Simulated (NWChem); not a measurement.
# Correlation energy of CH2 (+1)

```xyz
3

C      0.0000     0.0000     0.0924
H      1.0572     0.0000    -0.2771
H     -1.0572     0.0000    -0.2771
```
Charge +1, spin multiplicity 2.

All runs are NWChem calculations. Structure: optimised with UPBE/def2-SVP, a minimum by its harmonic frequencies.

Basis set: cc-pVTZ. Each correlation energy counts from its own Hartree-Fock reference.

The correlated methods keep 1 core orbital frozen. This spin state was chosen for the runs; another may lie lower. The structure started from a generated list of species. The unpaired electrons of the parent sit in orbitals of symmetry a1 (C2v labels of the run); other states weren't searched. No SCF solution was tested for a lower state. Open-shell Hartree-Fock references start from PBE0 orbitals. Coupled-cluster values serve here as a point of comparison, not as the truth.

```
method           correlation energy (mHa)
---------------  ------------------------
CCSD(T) on UHF                     -118.2
CCSD on UHF                           ___
CCSD on ROHF                          ___
CCSD[T] on UHF                     -118.3
URI-MP2                             -95.8
CCSD[T] on ROHF                    -121.3
CCSD(T) on ROHF                    -121.3
UMP2                                -95.8
SCS-UMP2                              ___
```

Task: What belongs in the gaps?

Result: 
- CCSD on UHF, correlation energy (mHa): -116.0
- CCSD on ROHF, correlation energy (mHa): -119.0
- SCS-UMP2, correlation energy (mHa): -103.9
